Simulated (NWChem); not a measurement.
The numbers come from NWChem runs, not from measurements. System: C2H4O2, charge 1, spin multiplicity 2, at the geometry of a parent with another charge or spin, in a state set for the comparison that need not be this species' ground state. Its SCF solution wasn't tested for a lower state.

Input file:

```
start mol
memory heap 200 mb stack 900 mb global 1100 mb
charge 1
geometry units angstroms nocenter noautoz noautosym
  C     -1.374822    -0.303103     0.103078
  O     -0.061601    -0.820880     0.255085
  C      0.930492     0.023026    -0.013095
  O      0.800398     1.159695    -0.365209
  H     -1.554237     0.009771    -0.936282
  H     -2.059927    -1.113157     0.377801
  H     -1.531376     0.566561     0.758260
  H      1.901143    -0.493232     0.141317
end
basis spherical
  * library def2-tzvp
end
dft
  xc becke88 perdew86
  odft
  mult 2
  semidirect memsize 60000000 filesize 0
  iterations 100
end
task dft energy
```

The output up to the point where the run's verdict is printed (cleaned and shortened):

```
             Northwest Computational Chemistry Package (NWChem) 7.3.0
             --------------------------------------------------------

                                NWChem Input Module
                                -------------------

 Scaling coordinates for geometry "geometry" by  1.889725989
 (inverse scale =  0.529177249)

                             Geometry "geometry" -> ""
                             -------------------------

 Output coordinates in angstroms (scale by  1.889725989 to convert to a.u.)

  No.       Tag          Charge          X              Y              Z
 ---- ---------------- ---------- -------------- -------------- --------------
    1 C                    6.0000    -1.37482200    -0.30310300     0.10307800
    2 O                    8.0000    -0.06160100    -0.82088000     0.25508500
    3 C                    6.0000     0.93049200     0.02302600    -0.01309500
    4 O                    8.0000     0.80039800     1.15969500    -0.36520900
    5 H                    1.0000    -1.55423700     0.00977100    -0.93628200
    6 H                    1.0000    -2.05992700    -1.11315700     0.37780100
    7 H                    1.0000    -1.53137600     0.56656100     0.75826000
    8 H                    1.0000     1.90114300    -0.49323200     0.14131700

 Effective nuclear repulsion energy (a.u.)     122.8375435292

            Nuclear Dipole moment (a.u.)
            ----------------------------
        X                 Y               Z
 ---------------- ---------------- ----------------
    -0.0000018897     0.0000018897     0.0000037795


 Summary of "ao basis" -> "" (spherical)
 ------------------------------------------------------------------------------
       Tag                 Description            Shells   Functions and Types
 ---------------- ------------------------------  ------  ---------------------
 *                         def2-tzvp                  on all atoms

  perdew86 is a nonlocal functional; adding perdew81 local functional.

                                 NWChem DFT Module
                                 -----------------
[...]
 d= 0,ls=0.5,diis    75   -228.7623601758 -5.95D-05  6.10D-06  5.84D-04   188.1
                                                     2.60D-05  5.37D-04
 d= 0,ls=0.5,diis    76   -228.7624580635 -9.79D-05  3.21D-06  4.17D-04   190.5
                                                     2.49D-05  3.99D-04
 d= 0,ls=0.5,diis    77   -228.7625165183 -5.85D-05  4.27D-06  3.61D-04   192.9
                                                     2.50D-05  3.40D-04
 d= 0,ls=0.5,diis    78   -228.7625927557 -7.62D-05  4.75D-06  2.45D-04   195.2
                                                     2.44D-05  2.46D-04
 d= 0,ls=0.5,diis    79   -228.7626595674 -6.68D-05  2.13D-06  1.54D-04   197.7
                                                     2.31D-05  1.70D-04
 d= 0,ls=0.5,diis    80   -228.7627045625 -4.50D-05  6.78D-06  1.17D-04   200.1
                                                     2.20D-05  1.33D-04
 d= 0,ls=0.5,diis    81   -228.7627261499 -2.16D-05  6.17D-06  1.32D-04   202.5
                                                     2.05D-05  1.40D-04
 d= 0,ls=0.5,diis    82   -228.7627447527 -1.86D-05  1.12D-05  1.40D-04   205.0
                                                     2.02D-05  1.46D-04
 d= 0,ls=0.5,diis    83   -228.7627418912  2.86D-06  8.62D-06  2.00D-04   207.3
                                                     1.88D-05  1.91D-04
 d= 0,ls=0.5,diis    84   -228.7627439131 -2.02D-06  6.25D-06  2.37D-04   209.7
                                                     1.78D-05  2.22D-04
 d= 0,ls=0.5,diis    85   -228.7627542220 -1.03D-05  6.35D-06  2.49D-04   212.2
                                                     1.72D-05  2.32D-04
 d= 0,ls=0.5,diis    86   -228.7627609946 -6.77D-06  6.53D-06  2.67D-04   214.5
                                                     1.63D-05  2.44D-04
 d= 0,ls=0.5,diis    87   -228.7627639293 -2.93D-06  3.87D-06  2.93D-04   216.8
                                                     1.56D-05  2.63D-04
 d= 0,ls=0.5,diis    88   -228.7627770463 -1.31D-05  2.40D-06  2.89D-04   219.3
                                                     1.56D-05  2.60D-04
 d= 0,ls=0.5,diis    89   -228.7628063718 -2.93D-05  1.18D-05  2.45D-04   221.7
                                                     1.88D-05  2.25D-04
 d= 0,ls=0.5,diis    90   -228.7628711952 -6.48D-05  2.07D-05  1.17D-04   224.0
                                                     2.51D-05  1.22D-04
 d= 0,ls=0.5,diis    91   -228.7629352007 -6.40D-05  2.28D-05  1.03D-05   226.4
                                                     2.20D-05  2.22D-05
 d= 0,ls=0.5,diis    92   -228.7629235137  1.17D-05  8.81D-06  8.81D-05   228.8
                                                     1.59D-05  7.08D-05
 d= 0,ls=0.5,diis    93   -228.7629268130 -3.30D-06  4.34D-06  1.04D-04   231.3
                                                     1.48D-05  8.46D-05
 d= 0,ls=0.5,diis    94   -228.7629379845 -1.12D-05  8.37D-06  9.81D-05   233.6
                                                     1.47D-05  8.35D-05
 d= 0,ls=0.5,diis    95   -228.7629338363  4.15D-06  5.82D-06  1.35D-04   235.9
                                                     1.35D-05  1.08D-04
 d= 0,ls=0.5,diis    96   -228.7629352217 -1.39D-06  3.73D-06  1.49D-04   238.2
                                                     1.27D-05  1.21D-04
 d= 0,ls=0.5,diis    97   -228.7629411307 -5.91D-06  3.49D-06  1.50D-04   240.6
                                                     1.22D-05  1.24D-04
 d= 0,ls=0.5,diis    98   -228.7629458171 -4.69D-06  2.83D-06  1.56D-04   243.0
                                                     1.17D-05  1.28D-04
 d= 0,ls=0.5,diis    99   -228.7629513331 -5.52D-06  1.32D-05  1.57D-04   245.4
                                                     1.56D-05  1.30D-04
 d= 0,ls=0.5,diis   100   -228.7629975547 -4.62D-05  1.48D-05  5.37D-05   247.7
                                                     1.73D-05  5.56D-05
```

Convergence was not reached. The next line reads: Calculation failed to converge. NWChem stopped with the message: dft energy failed.
